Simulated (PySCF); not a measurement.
# SiPH5 (SMILES [SiH3]P) at 4 levels

We compute a comparison of 4 runs (PBE/STO-3G, PBE0/STO-3G, r2SCAN/STO-3G, CCSDTQ/STO-3G) of SiPH5. Input form: a Python script.

The calculation is run with PySCF 2.14.0.

## 1. The system as given

SiPH5: 7 atoms, total charge 0, spin state singlet. SMILES: `[SiH3]P`. The shape is that of a GFN2-xTB optimisation.

Bond lengths: Si1–P2 2.234 Å, Si1–H3 1.462 Å, Si1–H4 1.462 Å, Si1–H5 1.465 Å, P2–H6 1.383 Å, P2–H7 1.383 Å. Angles: Si1–P2–H6 95.7°, Si1–P2–H7 95.8°, P2–Si1–H3 106.9°, P2–Si1–H4 106.8°, P2–Si1–H5 113.1°, H6–P2–H7 92.2°, H3–Si1–H4 111.1°, H3–Si1–H5 109.5°, H4–Si1–H5 109.5°.

## 2. A single-point energy at PBE/STO-3G (run 1)

calc.py reads:

```python
from pyscf import gto, dft

mol = gto.M(
    atom='''
Si    -1.210993    -0.683230    -0.748180
P      2.005585    -0.017234     1.904239
H     -3.449695    -1.139391     0.805666
H     -0.564877    -2.918361    -2.238626
H     -1.682820     1.453029    -2.444663
H      1.256063     2.381508     2.621277
H      3.646718     0.923679     0.100269
''',
    unit='bohr',
    verbose=4,
    basis='sto-3g',
    charge=0,
    max_memory=1860,
)

mf = dft.RKS(mol, xc='pbe')
mf.grids.level = 5
mf.conv_tol = 1e-10
mf.kernel()
if not mf.converged:
    mf = mf.newton().run(mf.mo_coeff, mf.mo_occ)

energy = mf.e_tot
print('E(%s) = %.9f' % ('PBE', energy))
```

On the command line:

```bash
OMP_NUM_THREADS=1 python calc.py
```

What it wrote:

```text
PySCF version 2.14.0

[... 74 lines left out ...]
converged SCF energy = -626.271130110525
E(PBE) = -626.271130111
```

It took 3.3 s on 1 thread of Arm Neoverse V2, shared host; peak memory 0.22 GiB.

## 3. A single-point energy at PBE0/STO-3G (run 2)

job.py reads:

```python
from pyscf import gto, dft

molecule = gto.M(
    atom=[
    ('Si', (-0.640830, -0.361550, -0.395920)),
    ('P', (1.061310, -0.009120, 1.007680)),
    ('H', (-1.825500, -0.602940, 0.426340)),
    ('H', (-0.298920, -1.544330, -1.184630)),
    ('H', (-0.890510, 0.768910, -1.293660)),
    ('H', (0.664680, 1.260240, 1.387120)),
    ('H', (1.929760, 0.488790, 0.053060)),
],
    verbose=3,
    max_memory=1860,
    basis='sto-3g',
    charge=0,
    spin=0,
)

ks = dft.RKS(molecule, xc='pbe0')
ks.conv_tol = 1e-10
ks.grids.level = 5
ks.kernel()
if not ks.converged:
    ks = ks.newton().run(ks.mo_coeff, ks.mo_occ)

etot = ks.e_tot
print('Final energy', etot)
```

On the command line:

```bash
OMP_NUM_THREADS=1 python job.py
```

What it wrote:

```text
converged SCF energy = -626.372948838965
Final energy -626.3729488389649
```

Wall time 3.3 s (1 thread of Arm Neoverse V2, shared host); peak memory 0.22 GiB.

Run 3 isn't shown in full; the table further down has it.

## 4. A single-point energy at CCSDTQ/STO-3G (run 4)

job.py reads:

```python
from pyscf import gto, cc

system = gto.M(
    atom='''
Si    -1.210993    -0.683230    -0.748180
P      2.005585    -0.017234     1.904239
H     -3.449695    -1.139391     0.805666
H     -0.564877    -2.918361    -2.238626
H     -1.682820     1.453029    -2.444663
H      1.256063     2.381508     2.621277
H      3.646718     0.923679     0.100269
''',
    max_memory=1860,
    charge=0,
    unit='bohr',
    basis='sto-3g',
    verbose=3,
)

mf = system.RHF()
mf.conv_tol = 1e-10
mf.kernel()
if not mf.converged:
    mf = mf.newton().run(mf.mo_coeff, mf.mo_occ)

mycc = cc.CCSDTQ(mf, frozen=10)
mycc.kernel()
e_final = mycc.e_tot
print('E = %.10f Eh' % e_final)
```

On the command line:

```bash
OMP_NUM_THREADS=1 python job.py
```

What it wrote:

```text
converged SCF energy = -625.424449724209
_make_eris_incore_RCCSDTQ
RCCSDTQ converged
E(RCCSDTQ) = -625.5362233281357   E_corr = -0.1117736039266192
E_corr(same-spin) = -0.00222468424192078
E_corr(oppo-spin) = -0.109548919684698
E = -625.5362233281 Eh
```

It took 19 s on 1 thread of Arm Neoverse V2, shared host; peak memory 0.17 GiB.

## 5. All runs side by side

| run | level | integration grid | frozen core orbitals | energy (Eh) | dipole moment (D) of the reference | HOMO energy (eV) | LUMO energy (eV) | wall time |
| --- | --- | --- | --- | --- | --- | --- | --- | --- |
| 1 | PBE/STO-3G | 5 | – | -626.271130 | 0.75 | -3.03 | 5.23 | 3.3 s |
| 2 | PBE0/STO-3G | 5 | – | -626.372949 | 0.80 | -4.33 | 6.41 | 3.3 s |
| 3 | r2SCAN/STO-3G | 5 | – | -626.575483 | 0.74 | -3.34 | 5.58 | 4.2 s |
| 4 | CCSDTQ/STO-3G | – | 10 | -625.536223 | 0.72 | -7.27 | 11.03 | 19 s |

## 6. Summary of results

```
                                           quantity          value
                                run 4: total energy  -625.53622 Eh
        run 4: dipole moment (Hartree–Fock density)         0.72 D
         run 4: HOMO energy (Hartree–Fock orbitals)       -7.27 eV
         run 4: LUMO energy (Hartree–Fock orbitals)       11.03 eV
       run 4: HOMO–LUMO gap (Hartree–Fock orbitals)       18.30 eV
run 4: correlation energy (10 core orbitals frozen)     -111.8 mEh
                               run 4: T1 diagnostic          0.005
```

What this shows: Over runs 1, 2, 3 the dipole moment (its size) runs from 0.74 D (r2SCAN/STO-3G) to 0.80 D (PBE0/STO-3G). Over runs 1, 2, 3 the HOMO–LUMO gap runs from 8.26 eV (PBE/STO-3G) to 10.73 eV (PBE0/STO-3G). Totals of different functionals can't be ranked against each other. In runs 1, 2, 3, 4 the basis is minimal, so the values are rough. All runs together took 30 s, the longest 19 s.
